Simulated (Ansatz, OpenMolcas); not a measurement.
## CF (SMILES [C]F): the vertical energy of the quartet above the doublet from total energies

CF: 2 atoms, total charge 0, spin state doublet. SMILES: `[C]F`. Geometry: relaxed at GFN2-xTB.

```xyz
2

C     0.0000    0.0000    0.0000
F     0.0000    0.0000    1.2744
```

Both states at this one shape; open shells run unrestricted unless said. 1 Eh = 27.2114 eV.

| level | program | doublet CF (Eh) | quartet CF (Eh) |
| --- | --- | --- | --- |
| UHSE06/STO-3G | Ansatz | -135.732128 | -135.603445 |
| UCCSD(T)/STO-3G, 2 core orbitals frozen | Ansatz | -135.379929 | -135.268084 |
| UCCSD/STO-3G, 2 core orbitals frozen | Ansatz | -135.374365 | -135.266830 |
| ROCCSD(T)/ANO-R3 (sfX2C), 2 core orbitals frozen | OpenMolcas | -137.726343 | -137.594855 |

Q: Work out the vertical gap, second state less first, at each level.

A: 
1. UHSE06/STO-3G: -135.603445 − (-135.732128) = 0.128683 Eh = 3.50 eV.
2. UCCSD(T)/STO-3G: -135.268084 − (-135.379929) = 0.111845 Eh = 3.04 eV.
3. UCCSD/STO-3G: -135.266830 − (-135.374365) = 0.107535 Eh = 2.93 eV.
4. ROCCSD(T)/ANO-R3 (sfX2C): -137.594855 − (-137.726343) = 0.131488 Eh = 3.58 eV.

No measured value is set beside it here; the levels span 2.93 to 3.58 eV. Minimal sets are far from the basis-set limit.
